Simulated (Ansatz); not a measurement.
# H6OSi2: the cost of one run

All numbers below are computed with Ansatz 0.2.0 (RKS PBE-D4/6-31G*).

## 1. The structure to begin with

Bond lengths: Si1–H2 1.460 Å, Si1–H3 1.460 Å, Si1–H4 1.459 Å, Si1–O5 1.679 Å, O5–Si6 1.680 Å, Si6–H7 1.460 Å, Si6–H8 1.460 Å, Si6–H9 1.460 Å. Angles: H2–Si1–H3 109.5°, H2–Si1–H4 109.5°, H2–Si1–O5 109.5°, H3–Si1–H4 109.5°, H3–Si1–O5 109.5°, H4–Si1–O5 109.5°, Si1–O5–Si6 125.0°, O5–Si6–H7 109.5°, O5–Si6–H8 109.5°, O5–Si6–H9 109.5°, H7–Si6–H8 109.4°, H7–Si6–H9 109.4°, H8–Si6–H9 109.4°.

Structure file:

```xyz
9

Si    0.0000    0.0000    0.0000
H     0.0000    0.0000    1.4600
H     1.3768    0.0000   -0.4862
H    -0.6877    1.1914   -0.4862
O    -0.7913   -1.3709   -0.5594
Si   -1.6730   -2.4329    0.3983
H    -1.2634   -2.2870    1.7920
H    -3.0964   -2.1323    0.2761
H    -1.4264   -3.8036   -0.0398
```

## 2. Preparing the start

input.yaml reads:

```yaml
crystal:
  periodic: [false, false, false]
  atoms:
    - { symbol: Si, position_ang: [0.0, 0.0, 0.0] }
    - { symbol: H, position_ang: [0.0, 0.0, 1.46] }
    - { symbol: H, position_ang: [1.3768, 0.0, -0.4862] }
    - { symbol: H, position_ang: [-0.6877, 1.1914, -0.4862] }
    - { symbol: O, position_ang: [-0.7913, -1.3709, -0.5594] }
    - { symbol: Si, position_ang: [-1.673, -2.4329, 0.3983] }
    - { symbol: H, position_ang: [-1.2634, -2.287, 1.792] }
    - { symbol: H, position_ang: [-3.0964, -2.1323, 0.2761] }
    - { symbol: H, position_ang: [-1.4264, -3.8036, -0.0398] }
basis:
  gaussian: { orbitals: "6-31G*" }
hamiltonian:
  xc: pbe
  dispersion: d4
relax:
  f_tol: 0.02
  max_steps: 40
```

Started as:

```
ansatz run input.yaml --threads 1 --pin off --max-ram 2048MiB --backend cpu --events-out ev --progress --plain --runs-dir out
```

Q: Estimate wall time and peak memory on 1 thread of Arm Neoverse V1, shared host.

About 27 s, with a peak of 0.12 GiB.
